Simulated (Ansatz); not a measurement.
# LiS+ (triplet): the correlation ladder at distance S1–Li2 = 3.056 Å, cc-pVDZ

An exercise on one series of results from a longer session: the logs are not shown, and one member is left open.

Computed with Ansatz 0.2.0, Gaussian basis. Level: cc-pVDZ, core rule «outside noble gas», up to 6 orbitals frozen.

The runs, in order: UHF; CCSD(T) on ROHF; CCSD(T) on UHF; BCCD(T) on ROHF; CISD as a restricted active space (open shells left free, so some higher excitations enter); CCSDT(Q) on ROHF; CCSDT(Q) on UHF; CASSCF and MRCISD+Q, 4 electrons in 4 orbitals; CASSCF and NEVPT2, 4 electrons in 4 orbitals; Full CI.

63 further runs of the same task are left out: 43 for a known fault of the program, 18 that didn't finish, 2 set aside as unsound or not needed. Runs told in other sessions of the task aren't counted.

## The geometry

The geometry derives from a PBE0/def2-TZVP stationary point (not a proven minimum). One bond is set to the value named and the two fragments are kept rigid.

2 atoms, charge 1, spin multiplicity 3.

Atoms are counted from 1 here; the program's logs count them from 0.

No contacts short enough for the rule that draws bonds.

The first run:

Input file in.yaml:

```yaml
crystal:
  periodic: [false, false, false]
  atoms:
    - {symbol: S, position_ang: [0.000000, 0.000000, 0.000000]}
    - {symbol: Li, position_ang: [0.000000, 0.000000, 3.056000]}
basis:
  gaussian: {orbitals: cc-pVDZ}
total_charge: 1
magnetization: {spin_polarized: true, initial_magnetization: 2}
hamiltonian: {xc: hf}
output: {orbitals: {seedname: orbitals}}
```

Started as:

```console
$ ansatz run in.yaml --threads 1 --pin off --events-out ev --progress --plain --max-ram 2393MiB
```

Among the steps run: UHF; CCSD(T) on ROHF; CCSD(T) on UHF; BCCD(T) on ROHF; CISD as a restricted active space (open shells left free, so some higher excitations enter); CCSDT(Q) on ROHF; CCSDT(Q) on UHF; CASSCF and MRCISD+Q, 4 electrons in 4 orbitals; CASSCF and NEVPT2, 4 electrons in 4 orbitals; Full CI.

One of the session's tables, all rows but one given; the rest of the session is left out.

It belongs to the step «Misses and costs». 

| method | from FCI (kJ/mol) |
| --- | --- |
| ROHF | +292.1 |
| UHF | ? |
| RMP2 | +54.1 |
| UMP2 | +55.7 |
| CISD | +12.3 |
| RCCSD | +5.5 |
| UCCSD | +5.2 |
| RCCSD(T) | +1.3 |
| UCCSD(T) | +1.3 |
| BCCD(T) | +1.3 |
| RCCSDT | +0.3 |
| UCCSDT | +0.3 |
| RCCSDT(Q) | 0.0 |
| UCCSDT(Q) | 0.0 |
| FCI | 0 |

**Question.** Estimate the row for UHF.

As computed: from FCI (kJ/mol): +279.8. In the column «from FCI (kJ/mol)» it lies between UMP2 (+55.7) and ROHF (+292.1).

Left out of the table: CASSCF pair, NEVPT2 pair, MRCISD pair, MRCISD+Q pair (the active space lost an orbital or holds another state than full CI finds).

Caveats from the session: Levels on UHF freeze UHF's core orbitals, full CI those of ROHF, so the U rows can settle a little off it for that reason alone. Restricted and unrestricted rows rest on different reference determinants; a gap between their highest levels can come from leftover correlation error, from unlike frozen cores or from another state. Warnings in the runs' records: passed over end.
